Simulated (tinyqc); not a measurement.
Worked calculation: Hueckel theory of the pi electrons with the omega technique, for the molecule OC=CCl (SMILES; centres numbered as the heavy atoms are written). One step of it, computed by the program tinyqc.

Question. Omega technique, round 2. h_r = h_r(0) + omega q_r, omega = 1.4, with q_r = z_r - P_rr; 0.5 of the old diagonal is kept.

Hueckel matrix in units of beta (H = alpha + beta A), lower triangle:
```
,1O,2C,3C,4Cl
1O,2.000000
2C,0.800000,0.000000
3C,0.000000,1.000000,0.000000
4Cl,0.000000,0.000000,0.400000,2.000000
```

charge and bond-order matrix P, lower triangle:
```
,1O,2C,3C,4Cl
1O,1.938538
2C,0.245952,1.015775
3C,-0.240274,0.961502,1.060697
4Cl,0.030373,-0.121544,0.118738,1.984990
```

Centres:
```
centre,"z_r, pi electrons of the neutral centre",h
1O,2,2.000000
2C,1,0.000000
3C,1,0.000000
4Cl,2,2.000000
```

Give: matrix after round 2.

Answer.

matrix after round 2, lower triangle:
```
,1O,2C,3C,4Cl
1O,2.0666
2C,0.8000,0.0003
3C,0.0000,1.0000,-0.0825
4Cl,0.0000,0.0000,0.4000,2.0156
```
